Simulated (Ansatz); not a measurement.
Basis-set extrapolation for C5H10O2 (`CC1CCOCO1`) (PBE0-D4/def2-TZVP geometry, frozen core, the Gaussian-basis code of Ansatz). Multiplicity 1, RHF reference.

```tsv
	def2-TZVPP	def2-QZVPP
HF	-345.007215	-345.023115
MP2 correlation	-1.323077	-1.414638
CCSD(T) correlation	-1.427735	not run
```

Energies in hartree. Use E(X) = E(∞) + A·exp(−7.88·√X) for Hartree–Fock and E(X) = E(∞) + B·X^(−2.97) for correlation, with X = 3 and 4, and add CCSD(T) minus MP2 of the smaller set to the MP2 limit.

Problem. What is the CCSD(T) energy at the basis-set limit?

Solution. HF limit: -345.023115 + (-0.015900) × 0.13774 = -345.02531. MP2 limit: -1.414638 + (-0.091561) × 0.74074 = -1.48246. Higher-order term: -1.427735 − (-1.323077) = -0.10466. Total: -346.61243 hartree, 466.0 kJ/mol below CCSD(T)/def2-TZVPP.
